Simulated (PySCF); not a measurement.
dimethyl sulfide (C2H6S), SMILES CSC. Atoms are numbered in the order given.

```xyz
9

C      1.3688     0.0000    -0.5070
S      0.0000     0.0000     0.6544
C     -1.3688     0.0000    -0.5070
H      1.3533    -0.8926    -1.1358
H      2.2887     0.0000     0.0784
H      1.3533     0.8926    -1.1358
H     -1.3533    -0.8926    -1.1358
H     -2.2887     0.0000     0.0784
H     -1.3533     0.8926    -1.1358
```
Charge 0, spin multiplicity 1.

The structure is a stationary point at PBE0-D3(BJ)/def2-TZVP.

Computed with B3LYP/pcSseg-1 in PySCF.

GIAO shieldings, no solvent; atoms alike by connectivity are averaged. δ = σ(ref) − σ: ¹³C against TMS (σ = 181.3 ppm); ³³S against H2S (σ = 695.8 ppm); ¹H against TMS (σ = 31.68 ppm), references at their B3LYP-D3(BJ)/def2-TZVP geometries, non-relativistic.

```
nucleus                   atoms  count  δ (ppm)
-------  ----------------------  -----  -------
¹³C                      C1, C3      2     23.1
³³S                          S2      1    124.1
¹H       H4, H5, H6, H7, H8, H9      6     1.95
```
